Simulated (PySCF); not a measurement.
Gas-phase reaction: SiF3 = Si + 3 F

Method: PySCF energies (xtb for GFN2) plus ideal-gas RRHO corrections (1 bar). The comparison is the NASA 1993 polynomial table, which mixes measured and estimated data. After a fit of one offset per element over all species, the range-separated, M06-2X, PBE0/def2-QZVP and CCSD(T)/def2-TZVPP enthalpies, where run, lie to one side of the table for SiF3 (+99 kJ/mol): a fault of the table's entry, another state or a shared error of the levels is possible; this was not checked at source. † marks an energy on the PBE0/def2-TZVP geometry and frequencies; other levels use their own. MP2 and CCSD(T) freeze the core. 6-31G* has spherical d functions here. Open shells (unrestricted): SiF3 (multiplicity 2), Si (multiplicity 3, electronic degeneracy 9), F (multiplicity 2, electronic degeneracy 6). GFN2 has no spin-polarisation term. Spin-orbit splitting is ignored; it lowers the true energy and changes the entropy of Si, F. B3LYP is the form with VWN-RPA correlation. For this reaction the table lies outside the span of B3LYP, CCSD(T), M06-2X, MP2, PBE0, r2SCAN, ωB97M-V, ωB97X-V in their largest bases here; which side is off was not settled. MP2 isn't extrapolated to the basis-set limit; its ΔH°(298 K) is 1595.6 kJ in def2-SVP and 1737.2 kJ in def2-TZVPP. CCSD(T) isn't extrapolated to the basis-set limit; its ΔH°(298 K) is 1492.0 kJ in def2-SVP and 1628.4 kJ in def2-TZVPP. The harmonic model lacks anharmonicity and excited electronic states, which grow with temperature; levels with a mode under 35 cm⁻¹ are left out. The table's entry may be an old estimate for SiF3 (not checked at source).

```
level                ΔH°(298 K), kJ  minus table  ΔG°(1400 K), kJ
-------------------  --------------  -----------  ---------------
table                        1773.5            -           1249.0
B3LYP/6-31G*                 1608.4       -165.1           1082.1
CCSD(T)/def2-TZVPP†          1628.4       -145.1           1100.9
GFN2-xTB                     1569.6       -203.9           1053.0
HF/def2-TZVP†                1243.3       -530.2            715.9
MP2/def2-SVP†                1595.6       -177.9           1068.1
PBE0/def2-QZVP†              1650.8       -122.7           1123.3
PBE0/def2-SVP†               1578.9       -194.6           1051.4
PBE0/def2-TZVP               1641.1       -132.4           1113.6
LDA/def2-TZVP†               1955.5        182.0           1428.0
```
